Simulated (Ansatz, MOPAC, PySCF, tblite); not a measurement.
Breaking a bond: SMILES S (H2S). The S1–H3 bond (S1 also carries H; H3 carries nothing else) is stretched with both fragments frozen at the PBE0/def2-TZVP optimised geometry.

RHF/LANL2DZ = restricted Hartree-Fock/LANL2DZ, with its core potentials past Ne run with PySCF; GFN2-xTB, 300 K electronic temperature (tblite); PM6, restricted, heats of formation (MOPAC); FCI = full CI/cc-pVDZ, frozen core run with Ansatz (a quantum-chemistry and plane-wave program).

Energies relative to the lowest point of each curve near equilibrium, in kJ/mol; the last columns give the difference from FCI:

```json
[
 {"R / Å": "0.99", "RHF/LANL2DZ": "338.2", "GFN2-xTB": "286.7", "PM6": "260.9", "FCI": "341.4", "RHF/LANL2DZ − FCI": "-3.3", "GFN2-xTB − FCI": "-54.7", "PM6 − FCI": "-80.5"},
 {"R / Å": "1.08", "RHF/LANL2DZ": "159.3", "GFN2-xTB": "118.2", "PM6": "130.2", "FCI": "160.7", "RHF/LANL2DZ − FCI": "-1.5", "GFN2-xTB − FCI": "-42.5", "PM6 − FCI": "-30.5"},
 {"R / Å": "1.14", "RHF/LANL2DZ": "86.3", "GFN2-xTB": "57.5", "PM6": "72.8", "FCI": "86.9", "RHF/LANL2DZ − FCI": "-0.6", "GFN2-xTB − FCI": "-29.4", "PM6 − FCI": "-14.1"},
 {"R / Å": "1.20", "RHF/LANL2DZ": "39.7", "GFN2-xTB": "22.7", "PM6": "34.3", "FCI": "39.9", "RHF/LANL2DZ − FCI": "-0.1", "GFN2-xTB − FCI": "-17.2", "PM6 − FCI": "-5.5"},
 {"R / Å": "1.28", "RHF/LANL2DZ": "7.7", "GFN2-xTB": "2.4", "PM6": "6.7", "FCI": "7.7", "RHF/LANL2DZ − FCI": "0.1", "GFN2-xTB − FCI": "-5.2", "PM6 − FCI": "-1.0"},
 {"R / Å": "1.30", "RHF/LANL2DZ": "3.8", "GFN2-xTB": "0.6", "PM6": "3.3", "FCI": "3.8", "RHF/LANL2DZ − FCI": "0.1", "GFN2-xTB − FCI": "-3.1", "PM6 − FCI": "-0.5"},
 {"R / Å": "1.34", "RHF/LANL2DZ": "0.0", "GFN2-xTB": "0.0", "PM6": "0.0", "FCI": "0.0", "RHF/LANL2DZ − FCI": "0.0", "GFN2-xTB − FCI": "0.0", "PM6 − FCI": "0.0"},
 {"R / Å": "1.37", "RHF/LANL2DZ": "0.1", "GFN2-xTB": "1.6", "PM6": "0.3", "FCI": "0.1", "RHF/LANL2DZ − FCI": "-0.1", "GFN2-xTB − FCI": "1.5", "PM6 − FCI": "0.2"},
 {"R / Å": "1.43", "RHF/LANL2DZ": "6.2", "GFN2-xTB": "9.0", "PM6": "7.1", "FCI": "6.5", "RHF/LANL2DZ − FCI": "-0.3", "GFN2-xTB − FCI": "2.6", "PM6 − FCI": "0.6"},
 {"R / Å": "1.47", "RHF/LANL2DZ": "13.8", "GFN2-xTB": "16.3", "PM6": "15.3", "FCI": "14.3", "RHF/LANL2DZ − FCI": "-0.4", "GFN2-xTB − FCI": "2.1", "PM6 − FCI": "1.0"},
 {"R / Å": "1.53", "RHF/LANL2DZ": "29.2", "GFN2-xTB": "29.8", "PM6": "32.1", "FCI": "29.8", "RHF/LANL2DZ − FCI": "-0.6", "GFN2-xTB − FCI": "0.0", "PM6 − FCI": "2.3"},
 {"R / Å": "1.65", "RHF/LANL2DZ": "69.4", "GFN2-xTB": "62.3", "PM6": "77.2", "FCI": "69.5", "RHF/LANL2DZ − FCI": "-0.2", "GFN2-xTB − FCI": "-7.2", "PM6 − FCI": "7.7"},
 {"R / Å": "1.82", "RHF/LANL2DZ": "136.8", "GFN2-xTB": "114.4", "PM6": "154.3", "FCI": "132.8", "RHF/LANL2DZ − FCI": "4.0", "GFN2-xTB − FCI": "-18.4", "PM6 − FCI": "21.5"},
 {"R / Å": "2.02", "RHF/LANL2DZ": "220.2", "GFN2-xTB": "177.1", "PM6": "248.4", "FCI": "202.7", "RHF/LANL2DZ − FCI": "17.5", "GFN2-xTB − FCI": "-25.6", "PM6 − FCI": "45.8"},
 {"R / Å": "2.21", "RHF/LANL2DZ": "297.4", "GFN2-xTB": "232.5", "PM6": "331.7", "FCI": "256.7", "RHF/LANL2DZ − FCI": "40.6", "GFN2-xTB − FCI": "-24.2", "PM6 − FCI": "75.0"},
 {"R / Å": "2.41", "RHF/LANL2DZ": "373.0", "GFN2-xTB": "282.9", "PM6": "408.7", "FCI": "298.7", "RHF/LANL2DZ − FCI": "74.3", "GFN2-xTB − FCI": "-15.8", "PM6 − FCI": "110.0"},
 {"R / Å": "2.69", "RHF/LANL2DZ": "466.2", "GFN2-xTB": "337.5", "PM6": "496.4", "FCI": "335.4", "RHF/LANL2DZ − FCI": "130.9", "GFN2-xTB − FCI": "2.2", "PM6 − FCI": "161.0"},
 {"R / Å": "2.94", "RHF/LANL2DZ": "536.3", "GFN2-xTB": "369.2", "PM6": "555.8", "FCI": "352.9", "RHF/LANL2DZ − FCI": "183.4", "GFN2-xTB − FCI": "16.4", "PM6 − FCI": "203.0"},
 {"R / Å": "3.27", "RHF/LANL2DZ": "611.1", "GFN2-xTB": "393.4", "PM6": "612.2", "FCI": "363.7", "RHF/LANL2DZ − FCI": "247.4", "GFN2-xTB − FCI": "29.7", "PM6 − FCI": "248.5"},
 {"R / Å": "3.61", "RHF/LANL2DZ": "670.5", "GFN2-xTB": "405.8", "PM6": "651.7", "FCI": "368.1", "RHF/LANL2DZ − FCI": "302.4", "GFN2-xTB − FCI": "37.7", "PM6 − FCI": "283.6"},
 {"R / Å": "4.05", "RHF/LANL2DZ": "726.0", "GFN2-xTB": "411.7", "PM6": "685.6", "FCI": "370.0", "RHF/LANL2DZ − FCI": "356.0", "GFN2-xTB − FCI": "41.7", "PM6 − FCI": "315.6"},
 {"R / Å": "4.69", "RHF/LANL2DZ": "776.1", "GFN2-xTB": "413.0", "PM6": "716.7", "FCI": "370.7", "RHF/LANL2DZ − FCI": "405.5", "GFN2-xTB − FCI": "42.3", "PM6 − FCI": "346.0"}
]
```

RHF/LANL2DZ is furthest from FCI at 4.69 (405.5 kJ/mol, above); its mean absolute difference over the points is 80.4 kJ/mol.

GFN2-xTB is furthest from FCI at 0.99 (-54.7 kJ/mol, below); its mean absolute difference over the points is 19.1 kJ/mol.

PM6 is furthest from FCI at 4.69 (346.0 kJ/mol, above); its mean absolute difference over the points is 88.8 kJ/mol.

The restricted form behind RHF/LANL2DZ, PM6 keeps the bonding electrons paired and can't separate into open-shell fragments.
